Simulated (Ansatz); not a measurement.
Born–Oppenheimer molecular dynamics of CH$_{3}$ClF (6 atoms, charge -1, multiplicity 1). It starts from a rough guess of a transition structure, not a stationary point.

Theory: UKS PBE0/6-31G* (Ansatz).

```json
{"ensemble": "NVE (velocity Verlet)", "time step": "0.5 fs", "steps asked": "150", "starting velocities drawn for": "600 K", "seed": "185600"}
```

First frame:

```xyz
6
Properties=species:S:1:pos:R:3
F -1.026 0.954 1.211
C -0.093 0.087 0.110
Cl 1.183 -1.102 -1.398
H -0.899 -0.464 -0.329
H 0.306 0.925 -0.426
H 0.529 -0.400 0.833
```

Question: How far do the bonds stretch over the last three quarters of this one trajectory? (Pairs bonded in most of those frames.)

Answer: 
```json
{"bond": "F1–C2", "mean (Å)": "1.451", "spread (Å)": "0.126", "shortest": "1.25", "longest": "1.61"}
{"bond": "C2–H4", "mean (Å)": "1.096", "spread (Å)": "0.016", "shortest": "1.06", "longest": "1.14"}
{"bond": "C2–H5", "mean (Å)": "1.096", "spread (Å)": "0.017", "shortest": "1.07", "longest": "1.13"}
{"bond": "C2–H6", "mean (Å)": "1.102", "spread (Å)": "0.054", "shortest": "1.02", "longest": "1.19"}
```

Mean temperature of the second half: 1941 K. The conserved energy stayed within 0.59 meV per atom of its start (net change 0.34 meV per atom), so the integration is sound. The system heated up, since it started high on the potential surface and ran downhill. A run of 0.075 ps of so small a system gives no equilibrium averages. The orbitals stay closed-shell, which can raise the energy where a bond breaks towards radicals; this wasn't checked here. Limits of this set-up: an anion without diffuse functions, the dipole of an ion depends on the origin.

Time of the run: 5.4 min on 1 thread of Arm Neoverse V1 (shared host), peak memory 0.12 GiB.
